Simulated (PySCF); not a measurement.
CCl₂ (singlet state).
Geometry (PBE0-D3(BJ)/def2-SVP, Å), atoms numbered from 1 in this order:
```xyz
3
CCl2 angstrom
Cl    -1.4140   -0.3355   -0.0012
C      0.0080    0.6304   -0.0229
Cl     1.3896   -0.3921    0.0041
```

Computed with PySCF at B3LYP/def2-SVPD, non-relativistic, on one gas-phase PBE0-D3(BJ)/def2-SVP geometry that isn't relaxed in the solvent. The solvent is an IEF-PCM continuum (Bondi radii, 1.10 Å for H, scaled by 1.2), and excitations are vertical TDDFT with non-equilibrium linear response and a frozen core. Only the electrostatic response of the medium enters.

Gas-phase singlets (H = HOMO, L = LUMO):

```csv
state,E (eV),λ (nm),f,leading configuration
S1,2.370,523,0.002,H→L 100%
S2,4.190,296,0.000,H-1→L 100%
S3,5.553,223,0.064,H-2→L 89%
S4,5.572,223,0.019,H→L+1 94%
S5,6.448,192,0.002,H-3→L 100%
```

Task: What are the lowest 5 singlets in cyclohexane (ε = 2.017)?

Result: 
```csv
state,E (eV),λ (nm),f,leading configuration,change by rank (eV)
S1,2.371,523,0.002,H→L 100%,+0.001
S2,4.184,296,0.000,H-1→L 100%,-0.006
S3,5.493,226,0.096,H-2→L 92%,-0.060
S4,5.591,222,0.024,H→L+1 95%,+0.019
S5,6.448,192,0.003,H-3→L 100%,0.000
```

Task: What are the lowest 5 singlets in tetrahydrofuran (ε = 7.426)?

Result: 
```csv
state,E (eV),λ (nm),f,leading configuration,change by rank (eV)
S1,2.413,514,0.002,H→L 100%,+0.043
S2,4.178,297,0.000,H-1→L 100%,-0.012
S3,5.480,226,0.098,H-2→L 92%,-0.073
S4,5.648,220,0.024,H→L+1 95%,+0.076
S5,6.457,192,0.003,H-4→L 100%,+0.009
```

Task: The ground-state energy changes by -0.057 eV from gas to tetrahydrofuran. By how much does the total energy of gas-phase S1 change?

Result: E(S1) = E(S0) + excitation energy, so it changes by -0.057 + 0.043 = -0.014 eV: it is lowered less than the ground state, which is what a blue shift means. This is the vertical state, with the slow part of the continuum still set for S0.

Task: How do the frontier levels move from gas to tetrahydrofuran?

Result: 
```csv
orbital,gas (eV),solvent (eV),change (eV),"Löwdin shares, gas","Löwdin shares, solvent"
LUMO+2,0.49,0.63,+0.14,"Cl3 39 %, Cl1 39 %, C2 22 %","Cl1 38 %, Cl3 38 %, C2 23 %"
LUMO+1,-0.51,-0.40,+0.11,"Cl1 36 %, Cl3 36 %, C2 28 %","Cl3 36 %, Cl1 36 %, C2 28 %"
LUMO,-3.73,-3.65,+0.08,"C2 61 %, Cl3 20 %, Cl1 20 %","C2 61 %, Cl1 20 %, Cl3 20 %"
HOMO,-7.41,-7.41,0.00,"C2 55 %, Cl1 22 %, Cl3 22 %","C2 55 %, Cl3 23 %, Cl1 23 %"
HOMO-1,-9.33,-9.25,+0.08,"Cl1 49 %, Cl3 49 %","Cl3 49 %, Cl1 48 %"
HOMO-2,-9.96,-9.85,+0.11,"Cl1 45 %, Cl3 45 %, C2 10 %","Cl3 45 %, Cl1 45 %, C2 10 %"
HOMO-3,-11.64,-11.58,+0.06,"Cl3 36 %, Cl1 36 %, C2 29 %","Cl1 38 %, Cl3 37 %, C2 25 %"
```

The HOMO–LUMO gap goes from 3.69 to 3.76 eV.

Time: 1.4 s; peak memory 0.33 GiB. Hardware: an AMD EPYC 7B13 with one thread, shared host with 96 logical CPUs at a one-minute load of 20. This is the whole response run at B3LYP/def2-SVPD in tetrahydrofuran, SCF included.
